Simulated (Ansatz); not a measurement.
Two structures of CH4AlF, singlet, reached by relaxing down either side of one saddle point (PBE0-D4/def2-TZVP). Energies are electronic, without zero-point energy. Program: Ansatz 0.2.0. Basis: def2-TZVPP and def2-QZVPP. Cores are frozen in the correlated methods. Extrapolation: Hartree–Fock as exp(−7.88 √X), correlation as X^−2.97. First:

Al1  (-0.298, -0.881, -0.450)
F2  (-1.595, -1.647, 0.235)
H3  (0.326, -1.597, -1.713)
C4  (0.305, 0.777, 0.351)
H5  (0.600, 0.621, 1.394)
H6  (1.158, 1.206, -0.180)
H7  (-0.497, 1.521, 0.362)
(Å)

Second:

```
7
angstrom
Al 0.7276 -0.3594 -1.0709
F -1.2758 -1.8937 -0.3026
H -0.9424 -2.3471 -1.0436
C 0.4245 0.9538 0.3803
H 0.5235 0.4814 1.3660
H 1.1307 1.7917 0.3444
H -0.5882 1.3733 0.3266
```

(1) Which bonds change from the first to the second?

(2) Give the saddle point's structure and its height above each. (An estimate is asked for; the value comes from the calculation.)

No T1 diagnostic of these runs exceeds 0.015. The restricted Hartree–Fock reference is unstable towards an unrestricted one at one or more of these structures.

Answers

(1) CH₄AlF ([CH3][AlH][F]) → CH₃Al ([CH3][Al]) + HF; bonds formed: F2–H3; bonds broken: Al1–F2, Al1–H3.

(2) Computed: 82.49 kcal/mol above the first and 13.22 kcal/mol above the second (CCSD(T) at an estimated basis limit (MP2 extrapolated from triple and quadruple zeta, plus CCSD(T) − MP2 in triple zeta)).
Al1  (0.278, -0.627, -0.830)
F2  (-1.193, -1.766, -0.281)
H3  (-0.566, -2.103, -1.224)
C4  (0.370, 0.900, 0.391)
H5  (0.524, 0.546, 1.417)
H6  (1.170, 1.605, 0.151)
H7  (-0.581, 1.445, 0.375)
(Å)

Labels in which every atom is bracketed show which atoms are joined, not bond orders.

For scale, one of the runs: CCSD(T)/def2-TZVPP, 160 basis functions (an equivalent command: `ansatz run in.yaml --threads 2`). Time: 22 s of wall clock on 2 CPU threads; the host was shared. Peak host memory: 1.1 GiB.
